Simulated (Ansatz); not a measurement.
# CH5BS (SMILES CBS): a rigid scan of the dihedral angle C1–B2–S3–H8

Aim: the energy along the dihedral angle C1–B2–S3–H8, from CCSD(T) and from cheaper methods, relative to the minimum. No other atom is relaxed.

Computed with Ansatz 0.2.0, Gaussian basis. Level: single points in def2-TZVPP.

Levels: PBE-D4, r2SCAN-D4, PBE0-D4, B3LYP-D4, wB97M-V, Hartree-Fock, MP2, CCSD, CCSD(T). The scan takes -152.0, -116.0, -80.0, -44.0, -8.0, 28.0, 64.0, 100.0, 136.0, 172.0°.

Cores are frozen in the correlated methods. B3LYP uses VWN-RPA correlation.

28 further runs of the same task are left out: 28 set aside as unsound or not needed.

### 1 The system as given

The minimum, relaxed at PBE0-D4: SMILES `CBS`, 8 atoms, charge 0, spin multiplicity 1.

Atoms are counted from 1 here; the program's logs count them from 0.

Bond lengths: C1–B2 1.558 Å, C1–H4 1.096 Å, C1–H5 1.096 Å, C1–H6 1.092 Å, B2–S3 1.782 Å, B2–H7 1.195 Å, S3–H8 1.343 Å. Angles: B2–C1–H4 109.5°, B2–C1–H5 109.5°, B2–C1–H6 115.2°, H4–C1–H5 105.3°, H4–C1–H6 108.4°, H5–C1–H6 108.4°, C1–B2–S3 119.7°, C1–B2–H7 121.8°, S3–B2–H7 118.5°, B2–S3–H8 98.9°.

As a file:

```
C    -0.6327    0.8479   -0.2658
B     0.3426   -0.3618   -0.1543
S     0.5981   -1.1480    1.4245
H    -1.4139    0.6227   -1.0011
H    -0.0968    1.7144   -0.6703
H    -1.1133    1.1446    0.6683
H     0.9323   -0.7852   -1.1038
H     1.4758   -2.0917    1.0468
```

Energies of the minimum (eV), from earlier single points: PBE-D4 -12624.64953, r2SCAN-D4 -12630.16260, PBE0-D4 -12625.99888, B3LYP-D4 -12633.10285, wB97M-V -12630.23637, CCSD(T) -12614.84090.

At the minimum the dihedral angle C1–B2–S3–H8 is -180.0°.

### 2 C1–B2–S3–H8 = -152.0°

Input file ccsdt-tzvpp/in.yaml:

```yaml
crystal:
  periodic: [false, false, false]
  atoms:
    - {symbol: C, position_ang: [-0.632711, 0.847926, -0.265769]}
    - {symbol: B, position_ang: [0.342611, -0.361826, -0.154305]}
    - {symbol: S, position_ang: [0.598103, -1.147999, 1.424469]}
    - {symbol: H, position_ang: [-1.413862, 0.622676, -1.001100]}
    - {symbol: H, position_ang: [-0.096794, 1.714406, -0.670285]}
    - {symbol: H, position_ang: [-1.113267, 1.144572, 0.668322]}
    - {symbol: H, position_ang: [0.932322, -0.785187, -1.103838]}
    - {symbol: H, position_ang: [1.847185, -1.601597, 1.230743]}
basis:
  gaussian: {orbitals: def2-TZVPP}
correlation: {method: ccsd_t}
```

No record of the launch command was kept for these runs.

After this run come: C1–B2–S3–H8 = -116.0°; C1–B2–S3–H8 = -80.0°; C1–B2–S3–H8 = -44.0°; C1–B2–S3–H8 = -8.0°; C1–B2–S3–H8 = 28.0°; C1–B2–S3–H8 = 64.0°; C1–B2–S3–H8 = 100.0°; C1–B2–S3–H8 = 136.0°; C1–B2–S3–H8 = 172.0°.

Before running it: what results should come out? Wanted: highest point, CCSD(T); lowest point, CCSD(T); RMS deviation from CCSD(T); largest T1 diagnostic.

As calculated:

| quantity | value |
| --- | --- |
| highest point, CCSD(T) | 0.869 eV at -80.0° |
| lowest point, CCSD(T) | 0.000 eV at -180.0° |
| RMS deviation from CCSD(T) | PBE-D4 0.010, r2SCAN-D4 0.011, PBE0-D4 0.004, B3LYP-D4 0.003, wB97M-V 0.013, Hartree-Fock 0.029, MP2 0.002, CCSD 0.010 eV |
| largest T1 diagnostic | 0.013 |

**Reading.** Over the points sampled the torsion costs at most 0.869 eV, enough to slow or lock the rotation at room temperature. A rigid scan overstates barriers, since nothing else may give way. Best along the scan: MP2. Worst: Hartree-Fock.
